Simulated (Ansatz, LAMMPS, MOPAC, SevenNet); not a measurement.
How well does each level of theory give the TA phonon frequency at X of diamond?

Reference value: 807 cm⁻¹ (measured, temperature not stated, no zero-point or thermal correction; as tabulated in Yang et al. (2021), arXiv:2106.07201).

Question: What do LCBOP C.lcbop, PM7 semi-empirical Hartree-Fock (MOPAC), SevenNet-0, SevenNet-l3i5, LDA, PBE, PBE-D3(BJ), r²SCAN give, and how far is each from the reference?

Answer: 
```json
[
 {"level (code)": "LCBOP C.lcbop (LAMMPS)", "value (cm⁻¹)": "859", "cell (Å³/atom)": "5.66", "difference (%)": "+6.4"},
 {"level (code)": "PM7 semi-empirical Hartree-Fock (MOPAC) (MOPAC)", "value (cm⁻¹)": "811", "cell (Å³/atom)": "5.70", "difference (%)": "+0.5"},
 {"level (code)": "SevenNet-0 (SevenNet)", "value (cm⁻¹)": "703", "cell (Å³/atom)": "5.69", "difference (%)": "-12.9"},
 {"level (code)": "SevenNet-l3i5 (SevenNet)", "value (cm⁻¹)": "738", "cell (Å³/atom)": "5.69", "difference (%)": "-8.6"},
 {"level (code)": "LDA (Ansatz)", "value (cm⁻¹)": "789", "cell (Å³/atom)": "5.51", "difference (%)": "-2.2"},
 {"level (code)": "PBE (Ansatz)", "value (cm⁻¹)": "781", "cell (Å³/atom)": "5.70", "difference (%)": "-3.2"},
 {"level (code)": "PBE-D3(BJ) (Ansatz)", "value (cm⁻¹)": "783", "cell (Å³/atom)": "5.63", "difference (%)": "-3.0"},
 {"level (code)": "r²SCAN (Ansatz)", "value (cm⁻¹)": "802", "cell (Å³/atom)": "5.64", "difference (%)": "-0.6"}
]
```

Nearest, and too close to rank with a margin of 3.0 % (twice that across the reference) picked here for doubts on the reference and the settings, and for temperature and zero-point motion: PM7 semi-empirical Hartree-Fock (MOPAC) (+0.5 %), r²SCAN (-0.6 %), LDA (-2.2 %), PBE-D3(BJ) (-3.0 %), PBE (-3.2 %). SevenNet-0 (-12.9 %) lies farthest from it. Within 10 %: LCBOP C.lcbop, PM7 semi-empirical Hartree-Fock (MOPAC), SevenNet-l3i5, LDA, PBE, PBE-D3(BJ), r²SCAN.

The reference has no zero-point or thermal correction, while the calculations are for a static lattice, so the differences are not the levels' errors alone.  PM7 semi-empirical Hartree-Fock (MOPAC): the method was fitted mainly to molecules. PM7 semi-empirical Hartree-Fock (MOPAC): the run uses a supercell at the zone centre in place of a k mesh. PBE-D3(BJ): the dispersion coefficients are held fixed in the derivatives. Each level is taken at its own relaxed cell. Cutoffs and k meshes differ between the levels. Ansatz's density-functional and Hartree–Fock values are scalar-relativistic unless marked +SOC, with PAW data made under PBE.

Empirical potentials (LCBOP C.lcbop) are fitted to chosen data, which need not cover the solid at hand: agreement can be built in, and what lay outside the fit can be far off. Machine-learned potentials (SevenNet-0, SevenNet-l3i5) are trained on DFT data, which may include these solids.

Differences are worked out from the printed values.

Ansatz is a quantum-chemistry and plane-wave program.
